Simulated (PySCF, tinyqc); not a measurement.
Inside a calculation. Method: RHF in the sto-6g basis, for H2O, spin multiplicity 1. The lowest restricted solution is unstable here: a spin-polarised one lies 0.0099 hartree lower (PySCF). One step of it, computed by the program tinyqc.

Question. Iteration 2: DIIS coefficients. Solve [B -1; -1 0][c; lambda] = [0; -1] for the coefficients, which sum to one.

B (overlaps of the stored error matrices):
```
               1              2
1  2.0408879e+00  5.9012041e-01
2  5.9012041e-01  2.8872325e-01
```

Give: DIIS coefficients.

Answer.

DIIS coefficients: -0.262  1.262
